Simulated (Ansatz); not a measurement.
Basis-set extrapolation for C₆H₆O, SMILES `C=Cc1ccco1` (PBE0-D4/def2-TZVP geometry, frozen core, Ansatz 0.2.0). Multiplicity 1, RHF reference.

```
                      def2-TZVPP   def2-QZVPP
                 HF  -305.633525  -305.646779
    MP2 correlation    -1.180233    -1.258950
CCSD(T) correlation    -1.267007      not run
```

Energies in hartree. Use E(X) = E(∞) + A·exp(−7.88·√X) for Hartree–Fock and E(X) = E(∞) + B·X^(−2.97) for correlation, with X = 3 and 4, and add CCSD(T) minus MP2 of the smaller set to the MP2 limit.

Problem. What is the CCSD(T) energy at the basis-set limit?

Solution. HF limit: -305.646779 + (-0.013254) × 0.13774 = -305.64860. MP2 limit: -1.258950 + (-0.078717) × 0.74074 = -1.31726. Higher-order term: -1.267007 − (-1.180233) = -0.08677. Total: -307.05263 hartree, 95.4 kcal/mol below CCSD(T)/def2-TZVPP.
